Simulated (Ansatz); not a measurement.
Input and output for `C=C1C=CC1=C`.

```yaml
crystal:
  periodic: [false, false, false]
  atoms:
    - {symbol: C, position_ang: [0.267835, -1.893166, 0.378437]}
    - {symbol: C, position_ang: [0.381535, -0.575317, 0.299569]}
    - {symbol: C, position_ang: [1.324233, 0.458180, 0.763373]}
    - {symbol: C, position_ang: [0.604345, 1.462179, 0.207528]}
    - {symbol: C, position_ang: [-0.417560, 0.539366, -0.317855]}
    - {symbol: C, position_ang: [-1.538880, 0.627502, -1.018386]}
    - {symbol: H, position_ang: [1.004658, -2.492726, 0.899653]}
    - {symbol: H, position_ang: [-0.568449, -2.409144, -0.077858]}
    - {symbol: H, position_ang: [2.243357, 0.420868, 1.333046]}
    - {symbol: H, position_ang: [0.726410, 2.536305, 0.162138]}
    - {symbol: H, position_ang: [-1.917441, 1.583876, -1.359089]}
    - {symbol: H, position_ang: [-2.110052, -0.257925, -1.270545]}
basis:
  gaussian: {orbitals: def2-mTZVP}
hamiltonian: {xc: {name: B97M-V}, pseudopotentials: {relativity: none}}
output: {forces: true}
```

```sh
$ ansatz run in.yaml --threads 4 --pin off --events-out ev --progress --plain --max-ram 10444MiB
```

Shortened log:

```
Functional definition: B97M-V
1368 factors; their error is unknown
mean field evaluation 1: about -6308.1214 eV, gradient 6.4e1 eV
mean field evaluation 2: about -6300.7097 eV, gradient 8.2e1 eV
mean field evaluation 4: about -6318.6742 eV, gradient 8.8e0 eV
mean field evaluation 8: about -6318.8765 eV, gradient 3.8e-1 eV
mean field evaluation 16: about -6318.8116 eV, gradient 3.8e-3 eV
mean field -6318.81161055 eV, -232.2120436435 hartree, gradient 1.4e-5 eV, S^2 0.000000; 0 other end points of the search recorded, 0 dependent functions left out
reference -6318.81167289 eV, -232.2120459344 hartree; 21, 21 occupied and 111, 111 virtual orbitals, 1368 factors
Total energy: -6318.81167289 eV, -232.2120459344 hartree
Atom 0 at     0.267835    -1.893166     0.378437 Å, force    -0.003973    -0.034969     0.001520 eV/Å
Atom 1 at     0.381535    -0.575317     0.299569 Å, force     0.062332     0.193666     0.016358 eV/Å
Atom 2 at     1.324233     0.458180     0.763373 Å, force    -0.043734    -0.117222    -0.013828 eV/Å
Atom 3 at     0.604345     1.462179     0.207528 Å, force    -0.105246    -0.031370    -0.061441 eV/Å
Atom 4 at    -0.417560     0.539366    -0.317855 Å, force     0.172119     0.039926     0.102033 eV/Å
Atom 5 at    -1.538880     0.627502    -1.018386 Å, force    -0.030051     0.001276    -0.018250 eV/Å
Atom 6 at     1.004658    -2.492726     0.899653 Å, force    -0.108711     0.036755    -0.071087 eV/Å
Atom 7 at    -0.568449    -2.409144    -0.077858 Å, force     0.110972     0.023292     0.065378 eV/Å
Atom 8 at     2.243357     0.420868     1.333046 Å, force    -0.089429    -0.000126    -0.054564 eV/Å
Atom 9 at     0.726410     2.536305     0.162138 Å, force    -0.014825    -0.103667     0.002080 eV/Å
Atom 10 at    -1.917441     1.583876    -1.359089 Å, force     0.012587    -0.132383     0.022521 eV/Å
Atom 11 at    -2.110052    -0.257925    -1.270545 Å, force     0.037960     0.124822     0.009279 eV/Å
Dipole moment:     0.096382     0.096005     0.048580 e Å
```

Run time 2.6 s (4 threads of an Intel Xeon 6975P-C on a shared host); peak host memory 0.49 GiB.
